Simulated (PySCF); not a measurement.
Atoms are numbered as in `[O:1]=[PH2:2][OH:3]`. Hydrogens are named by the atom that carries them.

GIAO PBE0/pcSseg-1 shifts (PySCF 2.14, gas phase, non-relativistic, equivalent atoms averaged), each against references optimised in the same way as the molecule (H2O, H3PO4, TMS).

On the GFN2-xTB geometry: O1 145.7, O3 94.7, P2 -8.8, H(P2) 7.34, H(O3) 2.16 ppm.

What changes on the PBE0-D3(BJ)/def2-SVP geometry?

Results:


```csv
atoms,δ (ppm),change
O1,153.1,+7.4
O3,87.2,-7.5
P2,-26.4,-17.6
H(P2),7.47,+0.13
H(O3),1.70,-0.46
```

Part of each change is the reference's own: σ(H2O, O) goes from 336.1 to 334.6 ppm, σ(H3PO4, P) goes from 318.4 to 310.1 ppm, σ(TMS, H) goes from 31.72 to 31.27 ppm.

Bonds between heavy atoms that differ most (equivalent bonds averaged): P2–O3 1.598 → 1.620 Å, O1–P2 1.458 → 1.476 Å. Mean change of bonds to hydrogen: P–H +0.042 Å, O–H +0.004 Å.
